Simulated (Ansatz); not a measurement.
# C2H5S+ (SMILES C=C[SH2+]): single points off equilibrium

One table from this session's results is given with a row withheld; the runs are named, their logs left out.

The runs use Ansatz 0.2.0, Gaussian basis; single points in def2-TZVPP.

Cores are frozen in the correlated methods. B3LYP uses VWN-RPA correlation.

## Where the work starts

SMILES `C=C[SH2+]`, 8 atoms, charge 1, spin multiplicity 1.

Atoms are counted from 1 here; the program's logs count them from 0.

Bond lengths: C1–C2 1.274 Å, C1–H4 1.188 Å, C1–H5 1.081 Å, C2–S3 1.805 Å, C2–H6 1.161 Å, S3–H7 1.342 Å, S3–H8 1.510 Å. Angles: C2–C1–H4 122.1°, C2–C1–H5 127.1°, H4–C1–H5 110.5°, C1–C2–S3 124.2°, C1–C2–H6 122.3°, S3–C2–H6 113.0°, C2–S3–H7 99.1°, C2–S3–H8 99.1°, H7–S3–H8 93.9°.

As a file:

```
atom    x (Å)    y (Å)    z (Å)
  C1  -0.7659   0.7806  -0.7920
  C2  -0.0793   0.2780   0.1560
  S3   0.6436  -1.3750   0.1200
  H4  -0.9339   0.2104  -1.8207
  H5  -1.1800   1.7779  -0.8394
  H6   0.2511   0.8984   1.0797
  H7   1.9118  -1.0586   0.4238
  H8   0.3078  -1.8143   1.5251
```

Set-up of the first run:

run/in.yaml reads:

```yaml
crystal:
  periodic: [false, false, false]
  atoms:
    - {symbol: C, position_ang: [-0.765900, 0.780600, -0.792000]}
    - {symbol: C, position_ang: [-0.079300, 0.278000, 0.156000]}
    - {symbol: S, position_ang: [0.643600, -1.375000, 0.120000]}
    - {symbol: H, position_ang: [-0.933900, 0.210400, -1.820700]}
    - {symbol: H, position_ang: [-1.180000, 1.777900, -0.839400]}
    - {symbol: H, position_ang: [0.251100, 0.898400, 1.079700]}
    - {symbol: H, position_ang: [1.911800, -1.058600, 0.423800]}
    - {symbol: H, position_ang: [0.307800, -1.814300, 1.525100]}
basis:
  gaussian: {orbitals: def2-TZVPP}
total_charge: 1
correlation: {method: ccsd_t}
output: {forces: true}
```

No record of the launch command was kept for these runs.

Steps of the session up to this table: CCSD(T)/def2-TZVPP; PBE0-D4/def2-TZVPP; wB97M-V/def2-TZVPP; r2SCAN-D4/def2-TZVPP; PBE-D4/def2-TZVPP; BHLYP-D4/def2-TZVPP; B3LYP-D4/def2-TZVPP.

One of the session's tables, all rows but one given; the rest of the session is left out.

| method | RMS force component (eV/Å) | angle to CCSD(T) forces (°) |
| --- | --- | --- |
| CCSD(T) | 2.099 | reference |
| PBE0-D4 | ? | ? |
| wB97M-V | 1.930 | 4.9 |
| r2SCAN-D4 | 1.906 | 4.3 |
| PBE-D4 | 1.883 | 5.0 |
| BHLYP-D4 | 1.955 | 8.8 |
| B3LYP-D4 | 1.897 | 4.5 |

**Question.** Estimate the row for PBE0-D4.

As computed: RMS force component (eV/Å): 1.913; angle to CCSD(T) forces (°): 5.0. In the column «RMS force component (eV/Å)» it lies between r2SCAN-D4 (1.906) and wB97M-V (1.930).
